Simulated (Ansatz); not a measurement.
Results of PBE in Ansatz (PAW) for 2H WS2.

Run with plane-wave cutoff 520 eV, 12×12×4 k mesh (along the axes of the cell as run), perturbation theory, no spin polarisation, scalar-relativistic PAW data made under PBE.

The cell has the measured lattice parameters. Conventional cell: a = 3.1530 Å, b = 3.1530 Å, c = 12.3230 Å, α = 90.00°, β = 90.00°, γ = 120.00°.

Harmonic phonon frequencies (cm⁻¹; i marks an imaginary mode; at Γ without the LO shift):

```
q point                                                              frequencies
-------  -----------------------------------------------------------------------
Γ                 0 0 0 26 26 48 291 291 293 293 350 350 350 350 411 418 432 437
M        130 132 141 146 175 177 317 320 338 340 344 352 368 369 370 371 404 404
K        145 145 150 150 182 184 338 338 350 350 351 355 356 356 358 361 391 391
```

No imaginary mode appears at these points.

Note: the cell isn't this level's own, so it is under some stress, which shifts stiffness and frequencies.

Ansatz is a quantum-chemistry and plane-wave program.
